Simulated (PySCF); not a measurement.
# Vertical excitation energies

Species: 3-aminopentane, C5H13N.
SMILES: `CCC(N)CC`

Computed, not measured: PySCF, TDDFT PBE0/def2-SVPD, vertical, gas phase, core orbitals frozen in the response. One conformer (not necessarily the lowest) at the GFN2-xTB geometry, without solvent, vibrations or thermal averaging. Torsions of this conformer, `[CH3:1][CH2:2][CH:3]([NH2:4])[CH2:5][CH3:6]`: C1–C2–C3–N4 -63°, C2–C3–C5–C6 -175°, H–N4–C3–C2 62°, H–N4–C3–C2 -57°.

**Question.** What does the calculation give for the low-lying excited states?

**Answer.** 

| state | E (eV) | λ (nm) | ν̃ (cm⁻¹) | f | main configurations (H = HOMO, L = LUMO) |
| --- | --- | --- | --- | --- | --- |
| S1 | 6.23 | 198.9 | 50280 | 0.026 | H→L (93%) |
| S2 | 6.93 | 179.0 | 55870 | 0.0074 | H→L+1 (69%), H→L+2 (26%) |
| S3 | 7.14 | 173.7 | 57580 | 0.0062 | H→L+2 (49%), H→L+3 (25%), H→L+1 (23%) |
| S4 | 7.34 | 168.9 | 59210 | 0.0066 | H→L+3 (66%), H→L+2 (22%) |
| S5 | 7.87 | 157.5 | 63470 | 0.0023 | H→L+4 (94%) |
| S6 | 8.13 | 152.5 | 65590 | 0.0024 | H→L+5 (62%), H→L+6 (33%) |

Triplets (Tamm–Dancoff): T1 5.98 eV, H→L (86%), H→L+3 (9%); T2 6.81 eV, H→L+1 (63%), H→L+2 (28%).

The lowest singlet comes at 199 nm (601 kJ/mol) in the vacuum ultraviolet; it is weak; its leading configuration is HOMO→LUMO (93%). The lowest level is also the most intense of those listed (f = 0.026). Löwdin shares by element: HOMO nitrogen 59%, carbon 20% or more, hydrogen 6% or more (atoms not listed hold the other 16%); LUMO carbon 27% or more, hydrogen 15% or more (atoms not listed hold the other 58%). The oscillator strengths of these states sum to 0.051; summed over the whole spectrum of an exact calculation they would give the number of electrons, 50 (Thomas–Reiche–Kuhn). The listed states span 1.90 eV, and the widest gap between neighbours is 0.69 eV (S1 to S2). Weighted by f, the mean energy of these states is 6.75 eV. No computed singlet lies in the visible range (380 to 750 nm); the lowest, at 199 nm, stands 2.97 eV above its violet end (3.26 eV). Singlets were solved by full linear response, triplets in the Tamm–Dancoff approximation.

Without π bonds the low states are Rydberg-like; a valence basis with one diffuse set may place them up to an eV too high.
